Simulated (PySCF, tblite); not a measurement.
**C₄H₅FO+ (doublet): geometry, infrared bands and EPR parameters**

Wanted: the infrared bands and EPR parameters of C₄H₅FO+ (doublet) (`F[C+]1[CH]COC1`), by calculation.

The runs use tblite 0.8.0 and PySCF 2.14.0, with density-fitted response routines of our own; the level of theory stands in each step. All values are computed, except where a source is named. Atoms count from 0, in the outputs and in this text.

### Step 1. The starting structure

11 atoms, charge 1, multiplicity 2; geometry from: force field or distance geometry start.

Bonds of the start (Å): F0–C1 1.37, C1–C2 1.49, C2–C3 1.52, C3–O4 1.38, O4–C5 1.38, C5–C1 1.50, C2–H6 1.14, C3–H7 1.14, C3–H8 1.08, C5–H9 1.11, C5–H10 1.12.

### Step 2. Geometry optimisation with GFN2-xTB

The job: settings as JSON, then the geometry in Å.

```
{"job": {"kind": "relax", "xc": "GFN2-xTB", "basis": "xTB"}, "charge": 1, "multiplicity": 2}
F      0.831400     1.407600     1.855900
C      0.386800     0.749600     0.744500
C     -0.948800     0.847900     0.084000
C     -1.097900    -0.621100    -0.288900
O      0.159200    -1.087600    -0.631400
C      1.115300    -0.260000    -0.086100
H     -0.788300     1.460200    -0.860900
H     -1.337300    -1.156900     0.687800
H     -1.811900    -0.833000    -1.067200
H      1.911600    -0.782800     0.478200
H      1.585400     0.278800    -0.941800
```

Command:

```
$ OMP_NUM_THREADS=1 python probes_run.py task.json out
```

One launch serves the whole session: the jobs run in the order shown.

**Question.** This job is followed by: GFN2-xTB harmonic vibrations, gas phase; UKS B3LYP, pcH-1 on C F H O, non-relativistic, mean-field spin-orbit, GIAO. Predict these results of the whole session: strongest single infrared mode (GFN2-xTB); zero-point energy (GFN2-xTB); g(iso) (B3LYP); ⟨S²⟩; largest a(iso) (averaged by class).

**Answer**, as computed:

| quantity | value |
| --- | --- |
| strongest single infrared mode (GFN2-xTB) | 1577 cm⁻¹, 359 km/mol |
| zero-point energy (GFN2-xTB) | 49.4 kcal/mol |
| g(iso) (B3LYP) | 2.00510 |
| ⟨S²⟩ | 0.753 (exact 0.75) |
| largest a(iso) (averaged by class) | 1H on H7, H8, 260.4 MHz |

In words: The optimisation took 48 steps and gained 3.193 eV; among the close pairs (by a distance rule), C1–C2 changed most, from 1.493 to 1.360 Å. All 27 modes are real, so the xTB geometry is a minimum. The strongest single mode, at 1577 cm⁻¹, moves mainly C1. Unscaled tight-binding wavenumbers are off by several per cent, some by more. Its intensities can rank the bands wrongly. The largest spin populations lie on C2 (0.29 e), O4 (0.21 e). The isotropic g lies 2.8 ppt above the free-electron value. The conformer search found further structures of the same energy, which may be mirror or relabelled copies of this one.
